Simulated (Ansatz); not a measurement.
## SiHF2 (SMILES F[SiH]F): methods side by side

SiHF2: 4 atoms, total charge 0, spin state doublet. As SMILES, `F[SiH]F`. Geometry: relaxed at GFN2-xTB.

| atom | x (Å) | y (Å) | z (Å) |
| --- | --- | --- | --- |
| F | 1.2269 | 0.6530 | -0.4103 |
| Si | -0.0281 | -0.3429 | -0.3011 |
| F | -1.2342 | 0.7162 | -0.2528 |
| H | 0.0353 | -1.0263 | 0.9641 |

Quantity: the energy change with the F1–Si2 bond stretched from 1.606 to 3.212 Å, in eV. The values are calculated.

| level | kind | program | value (eV) | less FCI/STO-3G | CPU time (all runs) |
| --- | --- | --- | --- | --- | --- |
| U-r2SCAN0/STO-3G | hybrid meta-GGA | Ansatz | 3.91 | +1.17 | 16 s |
| UBHLYP/STO-3G | global hybrid | Ansatz | 3.60 | +0.86 | 4.5 s |
| UPBE0/STO-3G | global hybrid | Ansatz | 4.00 | +1.26 | 5 s |
| UHSE06/STO-3G | range-separated hybrid | Ansatz | 4.00 | +1.26 | 5.3 s |
| UB2PLYP/STO-3G | double hybrid | Ansatz | 3.48 | +0.74 | 6.5 s |
| RPA@PBE/STO-3G | RPA | Ansatz | 2.47 | -0.27 | 4.7 s |
| UCCSD(T)/STO-3G | coupled cluster or CI | Ansatz | 2.73 | -0.01 | 1.5 s |
| FCI/STO-3G | exact in the basis | Ansatz | 2.74 | 0.00 | 3.8 s |

FCI/STO-3G is exact within its basis and frozen core, so for wave-function methods in that basis the difference is their error; functionals converge differently with the basis, so for them it is only a difference. The first shape isn't each level's own minimum. The values span 2.47 to 4.00 eV. All rows use very small basis sets, so even the best lies far from the true value. CPU times are rough (shared hosts, several kinds of processor): they show what a rung costs within a factor of a few.
